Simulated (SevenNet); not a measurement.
# Fluorite CdF₂

All values below come from the machine-learned potential SevenNet-0 (trained on PBE and PBE+U data).

Cell (relaxed at this level):

CdF₂ has the cubic space group Fm-3m (No. 225), the fluorite structure, Pearson symbol cF12. Cell: a = b = c = 5.483 Å, α = β = γ = 90.00°. Cd on 4a is coordinated by 8 F at 2.374 Å (cubic). F on 8c sees 4 Cd at 2.374 Å (tetrahedral). (Neighbours: up to the widest gap in distance over summed covalent radii, below 1.35, at either atom; cation-cation and far metal-metal contacts left out.)
(The calculation used a cell of 3 atoms; values per cell refer to that cell.)

```yaml
equilibrium_lattice_constant_a: 5.483 Å
equilibrium_volume_per_atom: 13.74 Å³/atom
```

Measured, for comparison: lattice constant a 5.388 Å (temperature not stated, copied from a table, unchecked, not corrected to a static lattice; as tabulated in Crystal Structures 1, 239 (1963)). Computed (rounded) less measured: lattice constant a not scored (unchecked).

A machine-learned potential is trained on density-functional data: it inherits that level's misses and adds fitting errors of its own.

Note: this model's volume lies 5 % above that of the starting cell (a measured, published or database cell).
